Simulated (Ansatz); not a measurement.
Basis-set extrapolation for `C[SiH2]Cl` (PBE0-D4/def2-TZVP geometry, frozen core, Ansatz). Multiplicity 1, RHF reference.

|  | def2-TZVPP | def2-QZVPP |
| --- | --- | --- |
| HF | -789.314404 | -789.338434 |
| MP2 correlation | -0.496152 | -0.536912 |
| CCSD(T) correlation | -0.563681 | not run |

Energies in hartree. Use E(X) = E(∞) + A·exp(−7.88·√X) for Hartree–Fock and E(X) = E(∞) + B·X^(−2.97) for correlation, with X = 3 and 4, and add CCSD(T) minus MP2 of the smaller set to the MP2 limit.

Task: What is the CCSD(T) energy at the basis-set limit?

Result: HF limit: -789.338434 + (-0.024030) × 0.13774 = -789.34174. MP2 limit: -0.536912 + (-0.040760) × 0.74074 = -0.56710. Higher-order term: -0.563681 − (-0.496152) = -0.06753. Total: -789.97637 hartree, 2.67 eV below CCSD(T)/def2-TZVPP.
